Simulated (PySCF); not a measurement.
Species: diacetylene, C4H2.
SMILES: `C#CC#C`

Linear response at PBE0/def2-SVPD (PySCF, frozen core in the response, non-relativistic). Isolated species at its PBE0-D3(BJ)/def2-SVP geometry, gas phase.

Static isotropic polarisability: 48.21 au (7.14 Å³), principal values 28.7, 28.7, 87.2 au.

Task: What is the polarisability at 1064 nm and at the sodium D line?

Result: 48.85 au at 1064 nm (+1.3 %), 50.39 au at 589.3 nm (+4.5 %). The rise at 589.3 nm is 3.40 times that at 1064 nm; a pure ω² law gives 3.26. The lowest singlet lies at 262 nm, shorter than both wavelengths.

Task: What is the isotropic C6 coefficient between two such molecules, C6 = (3/π)∫α(iω)² dω?

Result: 765.3 au (Eh·bohr⁶) by a ten-point quadrature over imaginary frequencies, which is 457 eV·Å⁶ or 44.1 J·nm⁶/mol.

Task: Which effective excitation energy ω̄ makes London's formula C6 = (3/4)α²ω̄ exact here?

Result: ω̄ = 4·C6/(3α²) = 0.439 Eh = 11.9 eV. A one-pole form α(ω) = α/(1 − ω²/ω̄²) fitted to the 1064 nm value gives 10.2 eV. London's choice of the ionisation energy (9.94 eV, ΔSCF at the same level) gives C6 = 637 au, 17 % too low.

Task: The lowest 6 singlets have (eV, f): 4.73, 0.000; 4.95, 0.000; 4.95, 0.000; 7.17, 0.000; 7.46, 0.000; 7.46, 0.000. What share of the static polarisability do they carry in the sum over states α = Σ f/ω²?

Result: 0.00 au, 0.0 % of α. Their oscillator strengths add up to 0.00. Higher states carry the rest.

Task: How many electrons N does the Slater–Kirkwood formula C6 = (3/4)·√N·α^(3/2) need to give this C6?

Result: N = (4·C6/3)²/α³ = 9.3; the species has 26 electrons in all.

Task: What n − 1 at the D line would an ideal gas of it have at 273.15 K and 1 atm (2.6868 × 10¹⁹ cm⁻³), by n − 1 = 2π·N·α′?

Result: 12.61 × 10⁻⁴, a formal value whether or not that pressure can be reached.

Task: What molar refraction at the D line follows from R = (4π/3)·N_A·α′, with α′ the polarisability volume?

Result: α′ = 7.47 Å³ gives R = 18.84 cm³/mol, for isolated, non-vibrating species.

Task: What three-body coefficient follows from the one-pole estimate C9 = (3/4)·α·C6?

Result: 27700 au. This is an estimate from the two numbers above, not a computed integral.

Task: How anisotropic is the static polarisability, by Δα² = ½[(α1 − α2)² + (α2 − α3)² + (α3 − α1)²]?

Result: Δα = 58.6 au, or 1.21 of the isotropic value.
